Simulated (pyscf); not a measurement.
Optimised with ωB97X-D3(BJ)/def2-SVP in PySCF.

Problem. disiloxane (H₃Si–O–SiH₃) + difluorocarbene (F–C:–F) [singlet] → F–SiH₂–O–SiH₃ + :HC–F [singlet]
Surface: singlet. Broken: H–Si, C–F. Formed: F–Si, C–H. Give ΔE‡ and ΔE from ωB97M-D3(BJ)/def2-TZVP, relative to the separated reactants.

Solution. ΔE‡ = 1.15 eV, ΔE = -0.68 eV. Zero-point energy shifts the barrier by +0.10 eV. It is a concerted two-bond exchange, with an imaginary mode of 347i cm⁻¹. One saddle was located; it need not be the lowest between these sides. A restricted singlet here is unstable towards spin polarisation, as is usual where a triplet lies low; its energy is less safe.
